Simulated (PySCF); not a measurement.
Unknown: peak-picked proton spectrum

Formula C4H8. The spectrum was simulated from the full spin Hamiltonian at 90 MHz with 0.8 Hz Lorentzian lines, from shifts rounded to 0.01 ppm and J to 0.1 Hz, couplings under 1 Hz left out.

```tsv
region	integral (H)	ppm	Hz	height
1	2	5.967	537.1	4
1		5.958	536.2	6
1		5.937	534.3	7
1		5.934	534.1	7
1		5.926	533.4	7
1		5.911	532.0	11
1		5.894	530.5	13
1		5.887	529.8	11
1		5.866	527.9	13
1		5.850	526.5	11
1		5.834	525.1	9
1		5.827	524.4	8
1		5.805	522.5	6
1		5.791	521.2	3
1		5.778	520.0	2
2	6	1.915	172.4	2
2		1.841	165.7	2
2		1.822	164.0	4
2		1.780	160.2	100
2		1.761	158.5	50
2		1.739	156.5	50
2		1.719	154.7	97
2		1.676	150.8	3
2		1.659	149.3	2
2		1.652	148.7	2
2		1.583	142.5	2
```

13C{1H} NMR (computed): δ 138.7 (CH), 21.7 (CH3).

[PySCF 2.14: shieldings: GIAO PBE0/pcSseg-2; structure optimised with PBE0-D3(BJ)/def2-TZVP; J couplings at B3LYP/pcJ-2 (without the spin–dipole term); isolated molecule; non-relativistic; one computed conformer; fast rotation and ring inversion assumed for equivalent nuclei]

References, each an isolated molecule treated in the same way: 1H (σ = 31.52 ppm), 13C (σ = 186.03 ppm) vs TMS.

Task: Analyse the multiplets.

Result: 1H NMR (90 MHz, computed): δ 5.88 (m, 2H), 1.75 (m, 6H). These are first-order names from the parameters used; overlap and second-order distortion can hide them in the list.

Task: What is the compound?

Result: `C(/C)=C\C`.

Mapped SMILES: `[CH3:1]/[CH:2]=[CH:3]/[CH3:4]`. Each H is labelled by its parent atom.

1. δ 5.88: H(C2)/H(C3), hydrogen on an alkene CH, coupled to H(C1)/H(C4) (7.6 Hz), H(C1)/H(C4) (2.1 Hz).
2. δ 1.75: H(C1)/H(C4), hydrogen on an allylic methyl carbon, coupled to H(C2)/H(C3) (7.6 Hz), H(C2)/H(C3) (2.1 Hz).

Multiplet labels drop couplings under 1 Hz and merge nearly equal ones. Couplings among chemically equivalent protons are left out too, so labels in AA′BB′ or AA′XX′ sets are apparent multiplicities. Shifts are as computed. Against solution values, carbons near 30 ppm lie about +3 ppm off and those near 130 ppm about +9 ppm. Of 1309 compounds with measured shifts, 239 miss one by over three times the rms of a fit or turn the order of signals round; such compounds aren't used in these exercises.
